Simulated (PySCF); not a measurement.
Propene, C3H6.
Numbering: `[CH2:1]=[CH:2][CH3:3]` (hydrogens: H4, H5 on C1; H6 on C2; H7, H8, H9 on C3)

The geometry is computed with GFN2-xTB (gas phase).

(1) List the bond lengths and angles at this level.

Results:

(1) 
```csv
bond,length (bohr),order
C1=C2,2.493,double
C2–C3,2.819,single
C1–H4,2.037,single
C1–H5,2.035,single
C2–H6,2.046,single
"C3–H7, C3–H8, C3–H9",2.058,single
```

Bonds in one row agree within 0.02 bohr and their mean is given. Orders are formal, as drawn. A selection of angles:
```csv
angle,degrees
C2–C1–H4,121.7
C2–C1–H5,122.2
H4–C1–H5,116.2
C1–C2–C3,124.7
C1–C2–H6,120.1
C3–C2–H6,115.2
C2–C3–H7,110.1
C2–C3–H8,111.1
H7–C3–H8,108.9
H7–C3–H9,107.6
```

The C–C distances run from 1.319 Å (C1=C2, drawn double) to 1.492 Å (C2–C3, drawn single), a spread of 0.173 Å. Of the pairs four or more bonds apart, H4···H8 is among the closest relative to their van der Waals radii: 2.44 Å, 102 % of the sum of Bondi's values.

Point group: Cs (tolerance 0.08 Å). Whether it is a minimum is left open (no frequencies).
